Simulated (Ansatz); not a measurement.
Corundum Cr₂O₃ was calculated with LDA (PAW; Ansatz, a program for electronic structure).

Numerical settings: plane-wave cutoff 520 eV, 8×8×8 k mesh, spin-polarised with opposed moments, scalar-relativistic PAW data made under PBE.

Computed at the level's own relaxed cell.

```yaml
crystal:
  lattice:
    - [2.35989, 1.36248, 4.59256]
    - [-2.35989, 1.36248, 4.59256]
    - [0.00000, -2.72496, 4.59256]
  atoms:
    - { symbol: Cr, position: [0.84123, 0.84123, 0.84123] }
    - { symbol: Cr, position: [0.34123, 0.34123, 0.34123] }
    - { symbol: Cr, position: [0.15877, 0.15877, 0.15877] }
    - { symbol: Cr, position: [0.65877, 0.65877, 0.65877] }
    - { symbol: O, position: [0.42782, 0.07218, 0.75000] }
    - { symbol: O, position: [0.07218, 0.75000, 0.42782] }
    - { symbol: O, position: [0.57218, 0.92782, 0.25000] }
    - { symbol: O, position: [0.25000, 0.57218, 0.92782] }
    - { symbol: O, position: [0.92782, 0.25000, 0.57218] }
    - { symbol: O, position: [0.75000, 0.42782, 0.07218] }
```

**Question.** Give the elastic tensor (Voigt notation, GPa, ions relaxed, in the Cartesian axes of the cell as printed).

**Answer.** 
```
  281.5   152.9   216.9   -50.1     0.0     0.0
  152.9   281.5   216.9    50.1     0.0     0.0
  216.9   216.9   395.6     0.0     0.0     0.0
  -50.1    50.1     0.0   172.0     0.0     0.0
    0.0     0.0     0.0     0.0   172.0   -50.1
    0.0     0.0     0.0     0.0   -50.1    64.3
```

Measured, for comparison: elastic constant C11 374 GPa, elastic constant C12 148 GPa, elastic constant C44 159 GPa, elastic constant C33 362 GPa, elastic constant C13 175 GPa, elastic constant C66 113 GPa (temperature not stated, not corrected to a static lattice; as tabulated in Oses et al. (2018), arXiv:1811.08464). Computed (rounded) less measured: elastic constant C11 -25 %, elastic constant C12 +3 %, elastic constant C44 +8 %, elastic constant C33 +9 %, elastic constant C13 +24 %, elastic constant C66 -43 %. A static lattice is as a rule a little smaller and stiffer than an uncorrected measurement, which narrows the difference in the elastic constant C12, elastic constant C44, elastic constant C33 and would widen misses of the other sign.

Static lattice: no zero-point or thermal effects.
